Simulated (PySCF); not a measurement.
# Basis-set dependence of population analyses: HF

Species: HF.
Hydrogens: H2 on F1.

PBE0 throughout (PySCF), one geometry, spherical d and f functions. Isolated species at its PBE0-D3(BJ)/def2-SVP geometry, gas phase.

Mulliken charges (e):

| basis | functions | F1 | H2 |
| --- | --- | --- | --- |
| STO-3G | 6 | -0.204 | +0.204 |
| 6-31G | 11 | -0.444 | +0.444 |
| pcSseg-0 | 11 | -0.428 | +0.428 |
| 6-31G* | 16 | -0.500 | +0.500 |
| def2-SVP | 19 | -0.232 | +0.232 |
| cc-pVDZ | 19 | -0.212 | +0.212 |
| pcSseg-1 | 22 | -0.298 | +0.298 |
| aug-cc-pVDZ | 32 | -0.279 | +0.279 |
| 6-311+G(2d,p) | 33 | -0.320 | +0.320 |
| def2-TZVP | 37 | -0.403 | +0.403 |
| cc-pVTZ | 44 | -0.318 | +0.318 |
| IGLO-III | 45 | -0.349 | +0.349 |
| pcSseg-3 | 105 | -0.381 | +0.381 |

IAO charges (e):

```
        basis  functions      F1      H2
       STO-3G          6  -0.265  +0.265
        6-31G         11  -0.439  +0.439
     pcSseg-0         11  -0.420  +0.420
       6-31G*         16  -0.443  +0.443
     def2-SVP         19  -0.448  +0.448
      cc-pVDZ         19  -0.450  +0.450
     pcSseg-1         22  -0.458  +0.458
  aug-cc-pVDZ         32  -0.475  +0.475
6-311+G(2d,p)         33  -0.473  +0.473
    def2-TZVP         37  -0.469  +0.469
      cc-pVTZ         44  -0.468  +0.468
     IGLO-III         45  -0.475  +0.475
     pcSseg-3        105  -0.476  +0.476
```

Hirshfeld charges (e):

```
        basis  functions      F1      H2
       STO-3G          6  -0.144  +0.144
        6-31G         11  -0.233  +0.233
     pcSseg-0         11  -0.243  +0.243
       6-31G*         16  -0.232  +0.232
     def2-SVP         19  -0.231  +0.231
      cc-pVDZ         19  -0.227  +0.227
     pcSseg-1         22  -0.231  +0.231
  aug-cc-pVDZ         32  -0.214  +0.214
6-311+G(2d,p)         33  -0.221  +0.221
    def2-TZVP         37  -0.226  +0.226
      cc-pVTZ         44  -0.224  +0.224
     IGLO-III         45  -0.219  +0.219
     pcSseg-3        105  -0.216  +0.216
```

Question: Which scheme is steadiest as the basis changes?

Answer: Largest range over the bases for any column: Hirshfeld 0.10 e, IAO 0.21 e, Mulliken 0.30 e. Hirshfeld charges move least and Mulliken charges most, counted in e. Without the minimal STO-3G basis the ranges are Hirshfeld 0.03, IAO 0.06, Mulliken 0.29 e.

Question: How much do the charges still move between the two largest bases, IGLO-III and pcSseg-3?

Answer: At most, over all atoms: Mulliken 0.032 e, IAO 0.001 e, Hirshfeld 0.003 e.

Question: What do the same runs give for the total energy, the frontier levels and the dipole moment?

Answer: 
```tsv
basis	energy (Eh)	HOMO (eV)	LUMO (eV)	μ (D)
STO-3G	-98.8486	-5.24	10.56	1.23
6-31G	-100.3073	-10.72	2.10	2.16
pcSseg-0	-100.0876	-10.44	1.94	2.14
6-31G*	-100.3232	-10.69	2.42	1.87
def2-SVP	-100.2584	-10.91	1.77	1.86
cc-pVDZ	-100.3411	-10.79	1.88	1.82
pcSseg-1	-100.3345	-11.31	1.34	1.90
aug-cc-pVDZ	-100.3631	-11.84	-0.34	1.80
6-311+G(2d,p)	-100.3839	-11.83	0.58	1.93
def2-TZVP	-100.3919	-11.64	0.83	1.93
cc-pVTZ	-100.3853	-11.44	1.13	1.83
IGLO-III	-100.3971	-11.75	0.47	1.83
pcSseg-3	-100.4013	-11.83	-0.07	1.82
```

The dipole is fixed by the density alone, so its range of 0.93 D shows that the density itself changes with the basis, not only its division among atoms.
